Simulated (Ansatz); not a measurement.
System: zinc-blende BAs. Method: G0W0@PBE (Ansatz, an electronic-structure program, hard PAW, contour deformation).

The same calculation (at the measured cell, 13.626 Å³/atom) with different numerical settings; throughout: k mesh 2×2×2:

```json
[
 {"run": "1", "response cutoff (eV)": "100", "empty bands": "114", "quasiparticle gap on the mesh (eV)": "1.642", "quasiparticle gap at Γ (eV)": "3.874", "rough time": "under 3 core-s"},
 {"run": "2", "response cutoff (eV)": "150", "empty bands": "209", "quasiparticle gap on the mesh (eV)": "1.738", "quasiparticle gap at Γ (eV)": "3.928", "rough time": "6 core-s"},
 {"run": "3", "response cutoff (eV)": "200", "empty bands": "322", "quasiparticle gap on the mesh (eV)": "1.776", "quasiparticle gap at Γ (eV)": "3.949", "rough time": "10 core-s"},
 {"run": "4", "response cutoff (eV)": "250", "empty bands": "449", "quasiparticle gap on the mesh (eV)": "1.797", "quasiparticle gap at Γ (eV)": "3.960", "rough time": "20 core-s"},
 {"run": "5", "response cutoff (eV)": "300", "empty bands": "591", "quasiparticle gap on the mesh (eV)": "1.812", "quasiparticle gap at Γ (eV)": "3.966", "rough time": "30 core-s"},
 {"run": "6", "response cutoff (eV)": "400", "empty bands": "909", "quasiparticle gap on the mesh (eV)": "…", "quasiparticle gap at Γ (eV)": "…", "rough time": "80 core-s"}
]
```

Problem. Some entries are withheld; supply them.

Solution. 
- 6, quasiparticle gap on the mesh (eV): 1.826
- 6, quasiparticle gap at Γ (eV): 3.972

In the column quasiparticle gap on the mesh (eV) the first row differs from the last by -0.184 and the next to last by -0.014.

The last row is no converged limit: other settings stay fixed.

Spin–orbit coupling is not included.
